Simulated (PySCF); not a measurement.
Run record: geometry optimisation, formaldehyde, `O=C`.

Computed with B3LYP/def2-TZVP geometry optimisation, gas phase (PySCF 2.14.0). Start geometry: GFN2-xTB. The input is one job of a driver script: a line of settings, then coordinates in Å.

Input:
```
{"job": {"xc": "B3LYP", "basis": "def2-TZVP", "grid": 1, "kind": "geom"}, "charge": 0, "multiplicity": 1}
C      0.003175     0.001019    -0.005928
O      1.176539    -0.209213    -0.014559
H     -0.748437    -0.806190     0.003826
H     -0.421043     1.019157    -0.006192
```

Output:
```
step   0  E = -114.55411972  max force = 0.010728
step   1  E = -114.55427534  max force = 0.000616
step   2  E = -114.55427539  max force = 0.000378
optimisation converged
```

Energies in Eh; «max force» is the largest Cartesian gradient component in Eh/bohr.

Q: How much energy does the optimisation release, in eV?

A: E(step 0) − E(last step) = 0.000156 Eh, which is 0.004 eV.

Summary of the converged run: final energy -114.55428 Eh after 2 steps; dipole 2.33 D.

Q: Give the final coordinates.

A: 0.009 Å rms from the input after alignment:
```
atom  x, y, z in Å
C1     0.0120    0.0015   -0.0115
O2     1.1923   -0.2091   -0.0213
H3    -0.7331   -0.8178   -0.0017
H4    -0.4003    1.0293   -0.0114
```

The run took 1.9 s on an Arm Neoverse V2 with one thread, shared host with 96 logical CPUs at a one-minute load of 54, and the process peaked at 0.29 GiB of memory.
Labels such as C1 count atoms from 1, the log's own numbers from 0.
